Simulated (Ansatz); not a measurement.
# C3H5ClS: small, medium and large basis sets

An exercise on one series of results from a longer session: the logs are not shown, and one member is left open.

Method: one geometry, several basis sets; program: Ansatz 0.2.0, Gaussian basis.

Levels to be run: PBE0-D4/def2-SVP; ωB97M-V/def2-SVP; PBE0-D4/def2-QZVPP; ωB97M-V/def2-QZVPP; the functionals' def2-TZVPP values are taken from earlier runs.

**The relaxed structure**

The geometry comes from an earlier relaxation with PBE0-D4 in a triple-zeta def2 set; it is a stationary point, not always the lowest conformer.

10 atoms, charge 0, spin multiplicity 1.

Atoms are counted from 1 here; the program's logs count them from 0.

Bond lengths: C1–C2 1.488 Å, C1–H6 1.094 Å, C1–H7 1.093 Å, C1–H8 1.090 Å, C2–S3 1.765 Å, C2–C4 1.331 Å, S3–H9 1.345 Å, C4–Cl5 1.720 Å, C4–H10 1.081 Å. Angles: C2–C1–H6 110.3°, C2–C1–H7 110.4°, C2–C1–H8 111.3°, H6–C1–H7 107.1°, H6–C1–H8 108.6°, H7–C1–H8 109.1°, C1–C2–S3 117.9°, C1–C2–C4 126.0°, S3–C2–C4 115.9°, C2–S3–H9 96.6°, C2–C4–Cl5 123.9°, C2–C4–H10 122.7°, Cl5–C4–H10 113.5°.

Coordinates:

```xyz
10

C    -1.0179   -0.3290    0.4252
C     0.3535   -0.0443   -0.0768
S     1.7066   -0.8600    0.7109
C     0.6610    0.7060   -1.1324
Cl   -0.5075    1.4359   -2.1628
H    -1.1006   -0.0527    1.4807
H    -1.2347   -1.3977    0.3544
H    -1.7678    0.2253   -0.1382
H     1.3092   -0.6344    1.9756
H     1.6814    0.8998   -1.4336
```

Set-up of the first run:

The input, in.yaml:

```yaml
crystal:
  periodic: [false, false, false]
  atoms:
    - {symbol: C, position_ang: [-1.017909, -0.328983, 0.425221]}
    - {symbol: C, position_ang: [0.353502, -0.044316, -0.076781]}
    - {symbol: S, position_ang: [1.706625, -0.859959, 0.710889]}
    - {symbol: C, position_ang: [0.661007, 0.706035, -1.132381]}
    - {symbol: Cl, position_ang: [-0.507466, 1.435883, -2.162831]}
    - {symbol: H, position_ang: [-1.100617, -0.052668, 1.480671]}
    - {symbol: H, position_ang: [-1.234670, -1.397735, 0.354392]}
    - {symbol: H, position_ang: [-1.767823, 0.225320, -0.138199]}
    - {symbol: H, position_ang: [1.309195, -0.634433, 1.975570]}
    - {symbol: H, position_ang: [1.681356, 0.899758, -1.433552]}
basis:
  gaussian: {orbitals: def2-SVP}
hamiltonian: {xc: pbe0, dispersion: d4}
output: {orbitals: {seedname: orbitals}}
```

Among the steps run: PBE0-D4 in def2-SVP; ωB97M-V in def2-SVP; PBE0-D4 in def2-QZVPP; ωB97M-V in def2-QZVPP.

One of the session's tables, all rows but one given; the rest of the session is left out.

It belongs to the step «Density functionals: the series». 

```
functional       basis  HOMO (eV)  LUMO (eV)
   PBE0-D4    def2-SVP      -6.53      -0.12
   PBE0-D4  def2-TZVPP      -6.66      -0.36
   PBE0-D4  def2-QZVPP      -6.69      -0.44
   ωB97M-V    def2-SVP          ?          ?
   ωB97M-V  def2-TZVPP      -8.77       1.71
   ωB97M-V  def2-QZVPP      -8.81       1.45
```

Q: Estimate the row for ωB97M-V, def2-SVP from the others.

The run gave: HOMO (eV): -8.61; LUMO (eV): 2.04. In the column «HOMO (eV)» it lies between ωB97M-V, def2-TZVPP (-8.77) and PBE0-D4, def2-QZVPP (-6.69).
